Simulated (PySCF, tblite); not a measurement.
**CHClF2: calculation against experiment**

**What was measured.**

From NIST CCCBDB Release 22 (SRD 101), experimental dipoles, for the gas: dipole moment (microwave Stark effect) 1.42 D.

CRC Handbook of Chemistry and Physics lists, for the gas at 298.15 K: standard entropy 280.9 J/(mol K).

The runs below try to reproduce these values; the comparison stands at the end.

Compound: CHClF2.
SMILES with atom numbers: `[F:1][CH:2]([F:3])[Cl:4]` (hydrogens: H5 on C2)

Geometry (GFN2-xTB, Å), atoms numbered from 1 in this order:
```xyz
5
CHClF2 angstrom
F     -0.4995    1.1270   -0.5453
C     -0.0919    0.0078    0.0561
F     -0.6764   -1.0175   -0.5664
Cl     1.6756   -0.1375   -0.0735
H     -0.3992    0.0230    1.1119
```

The PySCF runs (gas phase, on this GFN2-xTB geometry; no spin–orbit coupling):

```json
{"level": "PBE0/pcSseg-1", "job": "shieldings, charges and field gradients", "basis functions": "80", "wall time": "3.3 s"}
```

Hardware: x86-64 server, one thread, shared host.

GFN2-xTB wavenumbers (cm⁻¹, harmonic, unscaled, at the method's own geometry): 321, 371, 530, 703, 1050, 1068, 1176, 1235, 2898. Point group Cs, symmetry number 1. Entropy at 298.15 K and 1 bar in J/(mol K): translation 164.4, rotation 104.8, vibration 14.6.

**Comparison with experiment**

**Dipole moment.** Measured: 1.42 D (NIST CCCBDB Release 22 (SRD 101), experimental dipoles).

```csv
level,computed (D),computed − measured (D),% (from the printed values)
PBE0/pcSseg-1,1.55,+0.13,+9
```

The computed dipoles belong to one fixed geometry; measured ones are averaged over vibrations unless marked μe. Magnitudes are compared, not signs.

**Standard entropy at 298.15 K.** Measured: 280.9 J/(mol K) (298.15 K; CRC Handbook of Chemistry and Physics).

| level | computed (J/(mol K)) | computed − measured (J/(mol K)) | % (from the printed values) |
| --- | --- | --- | --- |
| GFN2-xTB, rigid rotor and harmonic oscillator | 283.8 | +2.9 | +1 |

Ideal gas at 1 bar, most abundant isotopes; table values of this kind come from calorimetry or from spectroscopic constants.

The geometry is computed, not the measured one. Where a level misses, the cause wasn't examined.
